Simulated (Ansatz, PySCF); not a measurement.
nitrous oxide anion (N₂O), SMILES N#[N+][O-] (connectivity only; charge and spin as stated), charge -1, multiplicity 2. Atoms are numbered in the order given.

```xyz
3

N      0.1716    -1.1741     0.0000
N     -0.3326    -0.1019     0.0000
O      0.1423     1.1172     0.0000
```
Charge -1, spin multiplicity 2.

Geometry optimised at B3LYP-D3(BJ)/def2-TZVPD. The spin state was assumed, not searched.

Two levels are set side by side: PBE-D3(BJ)/def2-TZVPD (Ansatz, a quantum-chemistry and plane-wave program) and B3LYP-D3(BJ)/def2-TZVPD (Ansatz). Each level has its own optimised geometry; the coordinates shown are those of the second. Frequencies come from the Hessian of PySCF at each geometry. Differences are taken from unrounded values.

```json
[
 {"quantity": "mean bond length (Å)", "B3LYP-D3(BJ)": "1.247"},
 {"quantity": "bond N1–N2 (Å)", "B3LYP-D3(BJ)": "1.185"},
 {"quantity": "bond N2–O3 (Å)", "B3LYP-D3(BJ)": "1.308"},
 {"quantity": "highest harmonic wavenumber (cm⁻¹)", "B3LYP-D3(BJ)": "1698"},
 {"quantity": "mean harmonic wavenumber (cm⁻¹)", "B3LYP-D3(BJ)": "1101"},
 {"quantity": "zero-point energy (kcal/mol)", "B3LYP-D3(BJ)": "4.72"}
]
```

Problem. What does PBE-D3(BJ) give, and how far is it from B3LYP-D3(BJ)? (The exact figures need the calculation; the answer reports its results.)

Solution. 
```
quantity                            PBE-D3(BJ)  PBE-D3(BJ) minus B3LYP-D3(BJ)
----------------------------------  ----------  -----------------------------
mean bond length (Å)                     1.254                          0.007
bond N1–N2 (Å)                           1.198                          0.014
bond N2–O3 (Å)                           1.309                          0.001
highest harmonic wavenumber (cm⁻¹)        1645                            -52
mean harmonic wavenumber (cm⁻¹)           1084                            -17
zero-point energy (kcal/mol)              4.65                          -0.07
```

Exact exchange shortens and stiffens bonds; PBE has none. Differences between two approximate levels are no errors against the true value.
